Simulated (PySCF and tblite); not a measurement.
The numbers below are computed, except where a source is named.
Stationary points of C₄H₇N at B3LYP-D3(BJ)/def2-SVP, in Å:

Structure A

```
 1 C     2.145   -0.002    0.025
 2 C     1.000   -0.627   -0.309
 3 N    -0.263   -0.168   -0.088
 4 C    -1.049    0.874    0.429
 5 C    -1.644   -0.380   -0.209
 6 H     3.104   -0.467   -0.203
 7 H     2.145    0.971    0.523
 8 H     1.017   -1.603   -0.808
 9 H    -1.117    0.989    1.523
10 H    -1.100    1.822   -0.129
11 H    -2.127   -1.122    0.448
12 H    -2.111   -0.289   -1.203
```

Structure B

```
 1 C     1.953    0.139   -0.309
 2 C     0.907   -0.702   -0.312
 3 N    -0.309   -0.502    0.343
 4 C    -0.947    0.789    0.410
 5 C    -1.553   -0.331   -0.380
 6 H     2.889   -0.146   -0.791
 7 H     1.913    1.106    0.197
 8 H     0.973   -1.676   -0.810
 9 H    -1.370    1.075    1.379
10 H    -0.494    1.611   -0.160
11 H    -2.420   -0.880    0.005
12 H    -1.504   -0.246   -1.473
```

Geometries: B3LYP-D3(BJ)/def2-SVP; energies: PBE0/pcSseg-1 + D3(BJ), IEF-PCM dichloromethane; zero-point and thermal terms from GFN2-xTB harmonic modes (soft modes blended into free rotors).

Problem. Which structure is a saddle point, and along which motion?

Solution. A: one imaginary mode (269i cm⁻¹ at GFN2-xTB, mostly on N3), along the pyramidal inversion at N3.

Problem. Give their symmetry and energies above the lowest.

Solution. A Cs, 9.1 kcal/mol; B C1, 0.0 kcal/mol.
